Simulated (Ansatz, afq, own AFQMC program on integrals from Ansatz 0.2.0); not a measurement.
## AlH3, singlet: AFQMC among the cluster methods

```yaml
atoms:
  - { symbol: Al, position_ang: [0.0000, 0.0000, 0.0000] }
  - { symbol: H, position_ang: [1.4161, 0.0134, -0.0001] }
  - { symbol: H, position_ang: [-0.7197, 1.2197, -0.0025] }
  - { symbol: H, position_ang: [-0.6964, -1.2331, 0.0026] }
```

Basis cc-pVDZ. Only valence electrons are correlated. Integrals, coupled cluster, full CI and functionals: Ansatz 0.2.0; the random walks run on the same integrals in our own AFQMC program. The CISD trial takes its coefficients from CCSD amplitudes. Released means that phaseless walkers are propagated on without the constraint, phases kept. Uncertainties: one standard error, sampling alone.

Determinant: RHF, the one that the program's search chose, which needn't be the lowest solution. The geometry is a point of a scan.

Full CI on the same integrals is exact in this basis and with this determinant's frozen core.

```
T1 diagnostic                               : 0.0072
weight of the determinant in the CISD state : 0.943
size of the correlated space                : 6 electrons in 28 orbitals
```

```tsv
level	correlation energy (eV)
MP2	-2.1161
CCSD	-2.7701
CCSD(T)	-2.7957
```

**Question.** Estimate where full CI lies against CCSD(T) on the same integrals.

**Answer.** 8.8 meV below CCSD(T).

Reference: full CI, correlation energy -2.805 eV. The released energy is read at 2.40 1/Eh (meV from the phaseless value at times in 1/Eh: -1.0 ± 0.6 at 0.24, -1.0 ± 0.6 at 0.51, -1.8 ± 0.4 at 0.99, -1.6 ± 0.3 at 1.62, -1.8 ± 0.5 at 2.40).

```tsv
level	E − E(reference) (meV)	share of correlation (%)
CCSD(T)	8.8	99.69
CCSDT	0.6	99.98
CCSDT(Q)	0.1	100.00
CCSDTQ	0.0	100.00
ph-AFQMC/CISD	1.4 ± 0.9	99.95
released AFQMC	-0.4 ± 0.5	100.02
```

CCSDT and higher add their correlation energy to the determinant of the CCSD(T) run, since their own runs factorise the integrals more tightly (a shift of under 2 meV). A walk keeps the symmetry of its determinant, which the program's search chose and which needn't be the lowest solution, so a lower state of the same spin and another symmetry isn't excluded. Released energies are given only where the last usable release times agree within the noise; a slower fall can still hide under it.
